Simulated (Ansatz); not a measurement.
CaGe2Au2 (I4/mmm)

Level of theory: Ansatz 0.2.0, DFT PBEsol, scalar-relativistic, plane waves, PAW.

Settings: cutoff 420 eV, Γ-centred mesh 12×12×12 on the computed 5-atom cell, Gaussian smearing of 0.10 eV; no spin polarisation.

The structure is relaxed at this level of theory with its symmetry kept. Whether it is the stable form of this composition wasn't checked.

```
Ca Ge Au
1.0
    -2.21533    2.21533    5.12082
     2.21533   -2.21533    5.12082
     2.21533    2.21533   -5.12082
Ca Ge Au
1 2 2
Direct
  0.00000 0.00000 0.00000
  0.38109 0.38109 0.00000
  0.61891 0.61891 0.00000
  0.75000 0.25000 0.50000
  0.25000 0.75000 0.50000
```

```json
{
  "Space group": "I4/mmm (No. 139)",
  "Volume per atom": "20.11 Å³",
  "Formation energy from the elements' standard states (uncorrected)": "-0.479 eV/atom",
  "Kohn–Sham band gap": "none (metal)",
  "Density of states at the Fermi level": "1.43 states/eV per cell",
  "Löwdin character within 0.5 eV of the Fermi level": "Ge 4p 52 %, Au 5d 14 %, unprojected 19 %",
  "Bulk modulus": "83 GPa",
  "Its pressure derivative": "5.0",
  "Bader charges (e)": "Ca (1 in the cell) 1.39, Ge (2 in the cell) 0.02, Au (2 in the cell) -0.72"
}
```

Spin-orbit coupling is left out, which matters for the bands of heavy elements.

Cost: 9 runs of about 28 core-minutes in all, on Arm Neoverse V1 (shared hosts).